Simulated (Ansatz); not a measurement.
A nudged elastic band was laid between two geometries of C$_{2}$H$_{3}$NS (7 atoms, charge 0, multiplicity 1).

Level of theory: RKS B3LYP/6-31G* in Ansatz.

```
movable images  : 5
climbing image  : yes
spring          : 5.0 eV/Å²
optimiser       : quadratic models (default)
start path      : IDPP
force threshold : 0.05 eV/Å
iteration limit : 60
end points      : relaxed
```

First end point:

```xyz
7
Properties=species:S:1:pos:R:3
N -0.481 1.078 -0.417
C 0.027 -0.141 -0.099
C 0.815 -0.906 0.572
S -0.112 -1.811 -0.825
H -1.396 1.064 -0.849
H -0.386 1.791 0.299
H 1.593 -1.142 1.273
```

Last end point:

```xyz
7
Properties=species:S:1:pos:R:3
N -0.948 0.807 -0.103
C 0.022 -0.144 -0.096
C 0.930 -0.840 0.495
S 0.576 -1.412 -1.288
H -0.885 1.501 0.635
H -1.155 1.204 -1.011
H 1.520 -1.185 1.323
```

(1) Which bonds break or form, and what moves?

(2) What energy profile does the band end with?

Answers

(1) No bond is made or broken. The dihedral H6–N1–C2–S4 goes from 167 to -32°. The two ends are copies of one structure, up to a mirror image or an exchange of like atoms.

(2) The run ended unconverged. The highest image is number 1 of 0 to 6, 0.104 eV above the ends, which have the same energy within 2 meV. The band didn't meet its force threshold, so its energies are provisional: the largest band force was still 0.08 eV/Å, and over the last iterations the top stayed at 0.10 eV. Inner images lie below an end point, which means an intermediate or an end that isn't the lowest structure nearby.

```json
{"image": "0", "path coordinate (Å)": "0.00", "energy (eV)": "0.000", "dihedral H6–N1–C2–S4 (°)": "167"}
{"image": "1", "path coordinate (Å)": "1.07", "energy (eV)": "0.104", "dihedral H6–N1–C2–S4 (°)": "-91"}
{"image": "2", "path coordinate (Å)": "1.72", "energy (eV)": "-0.106", "dihedral H6–N1–C2–S4 (°)": "-68"}
{"image": "3", "path coordinate (Å)": "2.36", "energy (eV)": "-0.101", "dihedral H6–N1–C2–S4 (°)": "-80"}
{"image": "4", "path coordinate (Å)": "3.01", "energy (eV)": "0.103", "dihedral H6–N1–C2–S4 (°)": "-43"}
{"image": "5", "path coordinate (Å)": "3.66", "energy (eV)": "0.058", "dihedral H6–N1–C2–S4 (°)": "-6"}
{"image": "6", "path coordinate (Å)": "4.31", "energy (eV)": "0.000", "dihedral H6–N1–C2–S4 (°)": "-32"}
```

The run took 11 min on 1 thread of Arm Neoverse V1, on a shared host, peak memory 0.12 GiB.
